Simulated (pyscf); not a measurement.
This saddle point was located with ωB97X-D3(BJ)/def2-SVP in PySCF.

```xyz
6

Cl    -1.2081     0.7860     0.8927
B     -0.4000    -0.0653    -0.7245
Cl     1.3037     0.3686    -0.9035
H     -1.1567     0.0548    -1.6442
Cl    -0.6149    -1.8877     0.0599
H     -1.1196    -0.7578     0.9993
```
Charge 0, spin multiplicity 1.

Surface: singlet, charge 0. Lowest wavenumbers (cm⁻¹): 915i, 202, 245, 365, 520.

Problem. Name the species on either side of this saddle.

Solution. Cl–BH–Cl + hydrogen chloride (HCl) ⇌ hydrogen chloride (HCl) + Cl–BH–Cl, a four-centre exchange read from left to right: B–Cl, Cl–H broken and Cl–H, B–Cl formed. At CCSD(T)/def2-TZVPP + ΔMP2(QZVPP) it lies +0.91 eV from the left side and +0.91 eV from the right (each side as separated species at their lowest minima found). One saddle was located; it need not be the lowest between these sides. The CCSD(T) − MP2 part came from Ansatz, without density fitting, on the same reference.
